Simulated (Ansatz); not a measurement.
Antiferromagnetic (type II) rock-salt MnS

Computed with LC-ωPBE (plane waves, PAW; Ansatz, an electronic-structure program).

Numerical settings: plane-wave cutoff 460 eV, 8×8×8 k mesh, Fermi–Dirac smearing 0.01 eV, spin-polarised with opposed moments, scalar-relativistic PAW data made under PBE.

Cell: relaxed at this level.

```yaml
band_gap: 7.75 eV (on the SCF k mesh) (indirect)
smallest_direct_gap_on_the_k_points_sampled: 8.42 eV
"Γ–Γ gap": 10.07 eV
magnetic moment (largest site, within a sphere): 4.44 μB
```

Moments are spin moments.

Computed values are for the static lattice.

It cost roughly 4 core-hours of CPU time.
